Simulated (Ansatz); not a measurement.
**Counterpoise correction, worked out**

The pair of H$_{2}$O (SMILES O, atoms 1–3) and NH$_{3}$ (SMILES N, atoms 4–7), both closed shells, in one local arrangement (a lower one may exist), relaxed at PBE0-D4/def2-TZVP:

```xyz
7
angstrom
O -0.0591 -0.3761 -1.8739
H -0.0230 -0.1594 -0.9236
H 0.0813 0.4554 -2.3290
N 0.0043 0.0340 1.0041
H -0.3687 -0.8504 1.3281
H 0.9347 0.1293 1.3921
H -0.5695 0.7672 1.4021
```

Program: Ansatz 0.2.0. Basis: def2-TZVPPD. Cores are frozen in the correlated methods.

CCSD(T) total energies in eV:

| system | geometry | basis functions | energy |
| --- | --- | --- | --- |
| pair | pair | all | -3614.47559 |
| H$_{2}$O | as in the pair | all (partner as ghosts) | -2077.33622 |
| NH$_{3}$ | as in the pair | all (partner as ghosts) | -1536.87539 |
| H$_{2}$O | as in the pair | its own | -2077.32874 |
| NH$_{3}$ | as in the pair | its own | -1536.85989 |
| H$_{2}$O | free (PBE0-D4 minimum) | its own | -2077.33569 |
| NH$_{3}$ | free (PBE0-D4 minimum) | its own | -1536.86075 |

Q: Work out the interaction energy with and without the counterpoise correction, the superposition error, and the binding energy from the relaxed fragments.

A: Without correction: -3614.47559 − (-2077.32874) − (-1536.85989) = -0.28696 eV.
With correction (each fragment in the whole basis): -3614.47559 − (-2077.33622) − (-1536.87539) = -0.26398 eV = -6.09 kcal/mol.
The superposition error is the difference, 0.02298 eV, 8 % of the uncorrected value: each fragment borrows its partner's functions.
Deformation from the free shapes: 0.00695 eV for H$_{2}$O and 0.00086 eV for NH$_{3}$.
Binding energy from relaxed fragments: -0.26398 + 0.00695 + 0.00086 = -0.25617 eV = -5.91 kcal/mol (electronic, without zero-point energy; negative means bound). For comparison, the corrected interaction energy by CCSD(T) at an estimated basis limit (MP2 extrapolated from triple and quadruple zeta, plus CCSD(T) − MP2 in triple zeta) is -0.282 eV; triple zeta with the correction binds less.

T1 diagnostic: at most 0.011.

For scale, one of the runs: CCSD(T)/def2-TZVPPD, 162 basis functions, launched by `ansatz run in.yaml --threads 2 --pin off --events-out ev --progress --plain --max-ram 5222MiB`. Time: 13 s of wall clock on 2 CPU threads of an Arm Neoverse V2; the host was shared. Peak host memory: 1.2 GiB.
